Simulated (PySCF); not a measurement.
hydroxide, HO (charge -1), SMILES [OH-], point group C∞v.

Level: HF/IGLO-II in PySCF (density fitting, grid level 2); geometry and Hessian at that level, cubic constants and property derivatives from steps of ±0.6 along each species' dimensionless normal coordinates, second-order vibrational perturbation theory. The parent has the commonest isotopes.

Equilibrium geometry (Å):

| atom | x | y | z |
| --- | --- | --- | --- |
| O1 | 0.4805 | -0.0110 | -0.0120 |
| H2 | -0.4695 | 0.0161 | -0.0446 |

**Question.** Give the equilibrium and ground-state rotational constants (MHz) of parent; ²H at 2.

**Answer.** 
```
species      Be      B0  harmonic ZPE (cm⁻¹)
 parent  589550  576940                 1956
²H at 2  312460  307620                 1424
```

**Question.** And its quartic centrifugal distortion constants from the harmonic force field?

**Answer.** Linear top: D = 59600 kHz.
